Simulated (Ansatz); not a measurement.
A nudged elastic band was laid between two geometries of C2H2F2O (7 atoms, charge 0, multiplicity 1).

Level of theory: Ansatz 0.2.0, RKS B3LYP-D4/def2-SVP.

- movable images: 5
- climbing image: yes
- spring: 5.0 eV/Å²
- optimiser: quadratic models (default)
- start path: through a guess of the saddle point
- force threshold: 0.05 eV/Å
- iteration limit: 60
- end points: relaxed

First end point:

```xyz
7
Properties=species:S:1:pos:R:3
O -1.365 0.328 0.437
C -0.012 0.326 0.262
C 0.602 -0.657 -0.398
F -0.002 -1.670 -0.986
F 1.918 -0.743 -0.506
H -1.681 1.240 0.423
H 0.602 1.107 0.722
```

Last end point:

```xyz
7
Properties=species:S:1:pos:R:3
O -1.365 0.328 0.438
C -0.012 0.327 0.262
C 0.602 -0.657 -0.398
F 1.918 -0.744 -0.506
F -0.002 -1.669 -0.987
H -1.681 1.240 0.421
H 0.602 1.106 0.723
```

Which bonds break or form, and what moves?

No bond is made or broken. The dihedral O1–C2–C3–F5 goes from -175 to 3°. The two ends are copies of one structure, up to a mirror image or an exchange of like atoms.

What energy profile does the band end with?

The forces met the threshold. The highest image is number 3 of 0 to 6, 334.7 kJ/mol above the ends, which have the same energy within 2 meV. Neighbouring images differ by up to 2.7 eV, so the band resolves the path poorly. A vibrational analysis at the climbing image gives one clearly imaginary mode, 432i cm⁻¹: a first-order saddle point.

```csv
image,path coordinate (Å),energy (kJ/mol),dihedral O1–C2–C3–F5 (°)
0,0.00,0.0,-175
1,1.13,4.6,-178
2,2.27,157.6,-116
3,3.40,334.7,-72
4,4.63,78.6,-27
5,5.85,3.7,-3
6,7.08,0.0,3
```

What is the geometry of the highest image?


```xyz
7
Properties=species:S:1:pos:R:3:forces:R:3
O -1.099 0.176 0.407 0.01 0.00 -0.02
C -0.107 0.791 -0.593 -0.02 -0.02 0.01
C 0.362 -0.506 -0.394 -0.01 0.03 0.01
F 0.333 -1.455 -1.286 0.00 -0.02 -0.02
F 0.960 -1.041 0.685 0.01 0.00 0.00
H -0.817 0.309 1.336 0.00 0.01 0.01
H 0.428 1.659 -0.201 0.01 0.01 0.00
```

The band took 48 iterations and about 8 core-minutes.

Run time: 8.3 min on 1 thread of Arm Neoverse V2 (shared host), peak memory 0.16 GiB.
